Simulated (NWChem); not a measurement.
# Worked example: vertical ionisation energy of CH4N (methyl amino radical)

CH4N has 6 atoms, charge 0, and is taken as a doublet. As SMILES, `C[NH]`. Geometry: relaxed at PBE0-D4/def2-TZVP.

Both states at this one shape; open shells run unrestricted unless said. 1 Eh = 27.2114 eV.

| level | program | doublet CH4N (Eh) | singlet CH4N+ (Eh) |
| --- | --- | --- | --- |
| UMP2/6-31G* (spherical functions), 2 core orbitals frozen | NWChem | -94.849247 | -94.466485 |
| UMP2/6-31+G* (spherical functions), 2 core orbitals frozen | NWChem | -94.856025 | -94.468475 |
| UMP2/6-31++G** (spherical functions), 2 core orbitals frozen | NWChem | -94.889952 | -94.499669 |
| UMP2/6-311+G**, 2 core orbitals frozen | NWChem | -94.926136 | -94.534595 |

Q: Work out the vertical ionisation energy at each level.

A: 
1. UMP2/6-31G* (spherical functions): -94.466485 − (-94.849247) = 0.382762 Eh = 10.42 eV.
2. UMP2/6-31+G* (spherical functions): -94.468475 − (-94.856025) = 0.387550 Eh = 10.55 eV.
3. UMP2/6-31++G** (spherical functions): -94.499669 − (-94.889952) = 0.390283 Eh = 10.62 eV.
4. UMP2/6-311+G**: -94.534595 − (-94.926136) = 0.391541 Eh = 10.65 eV.

No measured value is set beside it here; the levels span 10.42 to 10.65 eV.
